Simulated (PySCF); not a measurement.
# Magnetic susceptibility: `InChI=1S/N2/c1-2`

Molfile (atoms numbered from 1):
```
N2
     RDKit          3D

  2  1  0  0  0  0  0  0  0  0999 V2000
    0.2323   -0.1966    0.4498 N   0  0  0  0  0  0  0  0  0  0  0  0
   -0.2308    0.1978   -0.4640 N   0  0  0  0  0  0  0  0  0  0  0  0
  1  2  3  0
M  END
```

The calculation used PySCF, GIAO B97-2/cc-pCVDZ magnetisability, rotational g tensor and spin-rotation constants, non-relativistic, gas phase. Geometry: PBE0-D3(BJ)/def2-SVP.

Problem. What are the magnetisability and the molar susceptibility?

Solution. Isotropic -185 × 10⁻³⁰ J/T², or -11.1 × 10⁻⁶ cm³/mol; principal values -290, -132, -132 × 10⁻³⁰ J/T², anisotropy 159 × 10⁻³⁰ J/T² (root of half the summed squared differences of the principal values). The susceptibility is in cgs units.

Problem. Split it along the inertial axes a, b, c into diamagnetic and paramagnetic parts about the centre of mass, with the quadrupole moment.

Solution. 
```
axis  χ (10⁻⁶ cm³/mol)  diamagnetic (10⁻⁶ cm³/mol)  paramagnetic (10⁻⁶ cm³/mol)  summed x² of all electrons (Å²)  quadrupole Θ (D Å)
   a             -17.5                       -17.5                          0.0                              6.6               -1.61
   b              -7.9                       -36.8                         28.9                              2.1               +0.81
   c              -7.9                       -36.8                         28.9                              2.1               +0.81
```
Anisotropies 2χaa − χbb − χcc = -19.1 and 2χbb − χaa − χcc = +9.6 × 10⁻⁶ cm³/mol. Θ is traceless in Buckingham's convention.

Problem. And the rotational g tensor?

Solution. 
```tsv
axis	rotational constant (GHz)	g	nuclear part	electronic part
b	59.9011	-0.3093	0.5035	-0.8128
c	59.9011	-0.3093	0.5035	-0.8128
```
Linear; isotopes 14N; no vibrational averaging.
